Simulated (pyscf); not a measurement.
Elementary routes open to HO–Si(OH)(OH)–Cl + H atom (H•) in the gas phase (doublet surface):
A. HO–SiH(OH)–OH + Cl atom (Cl•) (Cl–Si broken; H–Si formed)
B. HO–Si•(OH)–OH + hydrogen chloride (HCl) (Cl–Si broken; Cl–H formed)

Single points on ωB97X-D3(BJ)/def2-SVP structures (PySCF, gas phase).

Question: Rank the routes by free-energy barrier at 298 K, lowest first, for ωB97M-D3(BJ)/def2-TZVP energies (ideal gas, 1 atm, RRHO with modes under 100 cm⁻¹ raised to 100, one conformer, R ln 2 for chiral ones without a mode under 150 cm⁻¹).

Answer: A (29.0 kcal/mol), B (33.8 kcal/mol)

Route A is the fastest of these, ahead of the next by 4.8 kcal/mol. The most stable products are those of B (ΔG = +15.5 kcal/mol), whose barrier is 4.8 kcal/mol higher: the kinetic and the thermodynamic product differ. At 1200 K A is still the fastest. A: On the product side the descent ends in a complex, 7.5 kcal/mol under the separated species and 5.5 kcal/mol under the saddle at ωB97X-D3(BJ)/def2-TZVP. Only these routes are compared; each barrier is that of the saddle found, and lower ones may exist. Left out: orbital degeneracy and the spin-orbit lowering of Cl.
